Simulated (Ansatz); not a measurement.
# CH5B (BH2Me): methods side by side

CH5B: 7 atoms, total charge 0, spin state singlet. As SMILES, `[H]B([H])C`. The coordinates come from a GFN2-xTB relaxation.

```xyz
7

B     0.4448    0.7811    0.0063
H     1.6149    0.7823    0.0090
H    -0.1297    1.7981   -0.0614
C    -0.3372   -0.5740    0.0397
H    -0.4056   -0.9294   -0.9911
H    -1.3583   -0.4963    0.4055
H     0.1709   -1.3619    0.5920
```

Quantity: the energy change with the B1–H2 bond stretched from 1.170 to 1.463 Å, in eV. The values are calculated.

```csv
level,kind,program,value (eV),less FCI/STO-3G,CPU time (all runs)
HF/STO-3G (restricted),Hartree–Fock,Ansatz,1.10,+0.31,0.1 s
SVWN5/STO-3G (restricted),LDA,Ansatz,0.83,+0.04,1 s
BLYP/STO-3G (restricted),GGA,Ansatz,0.78,-0.01,1.5 s
BHLYP/STO-3G (restricted),global hybrid,Ansatz,0.99,+0.20,1.4 s
B2PLYP/STO-3G (restricted),double hybrid,Ansatz,0.91,+0.12,2 s
RPA@PBE/STO-3G (restricted),RPA,Ansatz,0.74,-0.05,2.3 s
MP2/STO-3G (restricted),perturbation theory,Ansatz,0.92,+0.13,0.12 s
CCSD/STO-3G (restricted),coupled cluster or CI,Ansatz,0.80,+0.01,0.16 s
FCI/STO-3G,exact in the basis,Ansatz,0.79,0.00,20 s
```

FCI/STO-3G is exact within its basis and frozen core, so for wave-function methods in that basis the difference is their error; functionals converge differently with the basis, so for them it is only a difference. The first shape isn't each level's own minimum. The values span 0.74 to 1.10 eV. All rows use very small basis sets, so none should be taken for the real molecule's value. In so small a basis fixed costs decide the times, and correlated methods can beat functionals. CPU times are rough (shared hosts, several kinds of processor and program).
